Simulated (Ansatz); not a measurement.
I need a ladder of methods at one geometry of C2H6B, SMILES C[B]C. Use the Python package of Ansatz (0.2.0). Settings (for the species named): MP2, def2-SVP basis, multiplicity 2. The script varies method: mp2, ccsd, ccsd_t.

The script reads `c2h6b.xyz`:
```text
9

C    -0.62250    0.87210   -0.77040
B     0.67540    0.16400   -0.42050
C     0.68050   -0.91340    0.72660
H    -1.36200    0.18740   -1.09830
H    -0.48330    1.62040   -1.63120
H    -1.03670    1.49110    0.10300
H     0.04010   -1.73930    0.50350
H     1.78020   -1.30250    0.82940
H     0.41680   -0.42600    1.74080
```

The script, `methods_c2h6b.py`:
```python
# -*- coding: utf-8 -*-
import ansatz

geometry = ansatz.Crystal.molecule_from_extxyz("c2h6b.xyz")

model = geometry.calculation()
model = model.basis(gaussian="def2-SVP")
model = model.spin("collinear", total=1)

methods = ["mp2", "ccsd", "ccsd_t"]
reports = [model.correlation(m).run(threads=1, backend="cpu").report for m in methods]
print(f"Hartree-Fock reference {reports[0]['reference_energy_ev'] / 27.211386246:.6f} Ha")
best = reports[-1]["free_energy_ev"] - reports[-1]["reference_energy_ev"]
for method, each in zip(methods, reports):
    gained = each["free_energy_ev"] - each["reference_energy_ev"]
    print(f"{method:8s} total {each['free_energy_ev'] / 27.211386246:.6f} Ha  correlation {gained:9.4f} eV  ({100 * gained / best:.1f} % of the last)")
```

Output of `python methods_c2h6b.py`:
```text
Hartree-Fock reference -103.766832 Ha
mp2      total -104.120611 Ha  correlation   -9.6268 eV  (86.4 % of the last)
ccsd     total -104.165150 Ha  correlation  -10.8388 eV  (97.3 % of the last)
ccsd_t   total -104.176272 Ha  correlation  -11.1414 eV  (100.0 % of the last)
```

What to keep in mind:
- Total energies depend on the basis set; only differences at equal settings carry meaning.
- The geometry is a force-field or estimated start, not a minimum of this method, and the basis set is short of its limit. A lower total doesn't mark the better method: functionals have no common bound, and MP2 and coupled cluster aren't variational.
- The species is open-shell (spin multiplicity 2).
- Inner cores stay frozen, so this is valence correlation.
- Run time: 29 s on 1 thread of Arm Neoverse V1, on a shared host, peak memory 0.43 GiB.
